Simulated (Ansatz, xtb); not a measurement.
**Ranking isomers of C6H10**

3 gas-phase structures of C6H10, from a drawn sample of its isomers (lower ones may exist). Each was relaxed with GFN2-xTB; where two conformers were screened, the lower at r2SCAN-D4/def2-SVP//GFN2-xTB is listed:

A. `C#CC(C)(C)C`, a singlet
B. `C#C[C@@H](C)CC`, a singlet
C. `C#CCCCC`, a singlet

Question: Which do you expect lowest at r2SCAN-D4/def2-SVP//GFN2-xTB, and how would the others follow?

Answer: Calculated order at r2SCAN-D4/def2-SVP//GFN2-xTB: A (0.000), B (0.044), C (0.074) eV. Less than 1 kcal/mol parts B and C, so the order within that pair means little.

Energies above the lowest of each column, in eV; the last columns are at r2SCAN-D4/def2-SVP geometries:

```tsv
structure	GFN2-xTB	HF/STO-3G	r2SCAN-D4/def2-SVP//GFN2-xTB	r2SCAN-D4/def2-SVP	CCSD(T)/def2-SVP + ΔMP2/def2-TZVPP
A	0.000	0.010	0.000	0.000	0.000
B	0.086	0.006	0.044	0.035	0.087
C	0.120	0.000	0.074	0.066	0.148
```

Every level run on A puts it lowest or level with the lowest. Flexible structures stand in one conformer each, not always the lowest. ΔMP2 is the change of the MP2 energy from the smaller to the larger basis.

Programs: Ansatz 0.2.0, xtb 6.7.1.
